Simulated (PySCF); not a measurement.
Published values to compare with (the computed states carry no symmetry labels, so the two lists aren't matched line by line):

| state | E (eV) | f | kind of transition | source |
| --- | --- | --- | --- | --- |
| 3B2(π→π*) | 5.52 |  | vertical absorption | [1] |
| 1B2(π→π*) | 7.13 | 0.347 | vertical absorption | [1] |

[1] computed, theoretical best estimate (aug-cc-pVTZ, frozen core, CC3 geometry), gas; Veril, Scemama, Caffarel, Lipparini, Boggio-Pasqua, Jacquemin, Loos, WIREs Comput. Mol. Sci. 2021, 11, e1517 (QUESTDB)

Compound: streptocyanine-1, CH5N2 (charge +1).
SMILES: `NC=[NH2+]`

The calculation used TDDFT CAM-B3LYP/aug-cc-pVTZ, vertical, gas phase, core orbitals frozen in the response (PySCF). One conformer (not necessarily the lowest) at the PBE0-D3(BJ)/def2-TZVP geometry, without solvent, vibrations or thermal averaging. Torsions of this conformer, `[NH2:1][CH:2]=[NH2+:3]`: H–N1–C2–N3 0°, H–N1–C2–N3 180°.

Computed singlets: 7.57 eV (f 0.336); 8.27 eV (f 0.000); 8.97 eV (f 0.000); 9.24 eV (f 0.035); 10.10 eV (f 0.004); 10.55 eV (f 0.000); 10.58 eV (f 0.005); 10.60 eV (f 0.000); 10.86 eV (f 0.000); 11.03 eV (f 0.106). Computed triplets (Tamm–Dancoff): 5.19, 7.99, 8.26, 8.86 eV.

How does the lowest computed triplet compare with the best estimate listed for the lowest triplet (vertical absorption)?

5.19 eV against 5.52 eV for 3B2(π→π*) [1]: a difference of -0.33 eV. Geometry and basis of the two calculations needn't be the same.
